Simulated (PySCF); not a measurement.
**Basis set benchmark on one molecule**

Molecule: SMILES O=[PH](O)O, H$_{3}$O$_{3}$P.

Geometry:
```
atom   x (Å)   y (Å)   z (Å)
  O1   0.523  -0.668  -1.500
  P2  -0.121  -0.356  -0.213
  O3  -1.029   0.976  -0.212
  O4   0.886  -0.100   1.036
  H5  -0.976  -1.341   0.323
  H6  -0.982   1.453   0.625
  H7   1.798  -0.056   0.718
```

Geometry PBE0-D3(BJ)/def2-SVP throughout; GIAO in PySCF, gas phase, one conformer, non-relativistic; equivalent atoms averaged; functional PBE0.

Reference values (measured; solution, HCl; S. K. Latypov et al., Phys. Chem. Chem. Phys. 2015 (author manuscript)): δ(P2) = 3.0 ppm vs 85 % H3PO4. Computed shifts are taken against H3PO4, calculated as an isolated molecule at each level.

How do the basis sets STO-3G, 6-31G, pcSseg-0, 6-31G*, def2-SVP, cc-pVDZ, pcSseg-1, aug-cc-pVDZ, 6-311+G(2d,p), def2-TZVP, cc-pVTZ, IGLO-III, pcSseg-2 perform against the reference? Times are CPU seconds on shared hosts with different chips, so compare them loosely.

Answers


| basis set | functions | P2 | abs. error P | core-s |
| --- | --- | --- | --- | --- |
| STO-3G | 27 | -40.3 | 43.3 | 1.3 |
| 6-31G | 46 | -19.2 | 22.2 | 2.4 |
| pcSseg-0 | 46 | -29.5 | 32.5 | 2.1 |
| 6-31G* | 66 | -0.6 | 3.6 | 3.2 |
| def2-SVP | 75 | -8.0 | 11.0 | 3.3 |
| cc-pVDZ | 75 | -5.8 | 8.8 | 3.5 |
| pcSseg-1 | 90 | -5.8 | 8.8 | 4.2 |
| aug-cc-pVDZ | 123 | -10.3 | 13.3 | 6 |
| 6-311+G(2d,p) | 134 | -5.8 | 8.8 | 7.1 |
| def2-TZVP | 148 | -4.8 | 7.8 | 8.3 |
| cc-pVTZ | 166 | -5.3 | 8.3 | 10 |
| IGLO-III | 179 | -3.9 | 6.9 | 10 |
| pcSseg-2 | 193 | -4.0 | 7.0 | 15 |

For $^{31}$P the closest is 6-31G* (3.6 ppm) and the furthest STO-3G (43.3 ppm). Where a smaller basis beats a larger one, errors probably cancel; the largest sets show where the functional converges. One molecule is a small sample, and vibrational and solvent effects are absent from the calculation.

A small basis that lands close on one nucleus may do so by chance; judge by the trend and by all nuclei.
